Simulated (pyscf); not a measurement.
Single points on ωB97X-D3(BJ)/def2-SVP structures (PySCF, gas phase). MP2 and CC: frozen core, UHF for open shells. ΔMP2 is the change of the MP2 total energy from the triple- to the quadruple-zeta basis.

SMILES: F
```xyz
2

F      0.8687     0.0399    -0.4597
H      1.5094     0.7030    -0.4241
```
Charge 0, spin multiplicity 1.

Q: What is the homolytic dissociation enthalpy (298 K, CCSD(T)/def2-TZVPP + ΔMP2(QZVPP)) of the F–H bond of HF, to F• + H•?

A: F–H to F• + H•: 567.1 kJ/mol. The CCSD(T) − MP2 part came from Ansatz, without density fitting, on the same reference. Left out: the spin-orbit lowering of F.
